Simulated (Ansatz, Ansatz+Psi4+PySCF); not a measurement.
```json
{"atom": "N", "x (Å)": "0.0000", "y (Å)": "0.0001", "z (Å)": "-0.5666"}
{"atom": "N", "x (Å)": "0.0000", "y (Å)": "-0.0001", "z (Å)": "0.5666"}
{"atom": "H", "x (Å)": "0.0000", "y (Å)": "0.9161", "z (Å)": "-0.8410"}
{"atom": "H", "x (Å)": "0.0000", "y (Å)": "-0.9161", "z (Å)": "0.8410"}
```

Basis set: cc-pVTZ (spherical functions). Correlated methods keep 2 orbitals frozen. Charge 0, multiplicity 1.

Computed with Ansatz (development build ahead of 0.2.0); each method stands on the lowest determinant of its kind that the runs found. Restricted open shells among the atoms or ions are ROHF, correlated in semicanonical orbitals with singles.

Give the atomization energy at this shape (free ground-state atoms in the same class of orbitals less the molecule, no zero-point energy) of singlet N₂H₂ by RHF-MP2, RHF.

```csv
method,atomization energy
RHF-MP2,264.57 kcal/mol
RHF,142.84 kcal/mol
```

Caution: no unrestricted run beside it, a lower state can exist; the shape is not the minimum.
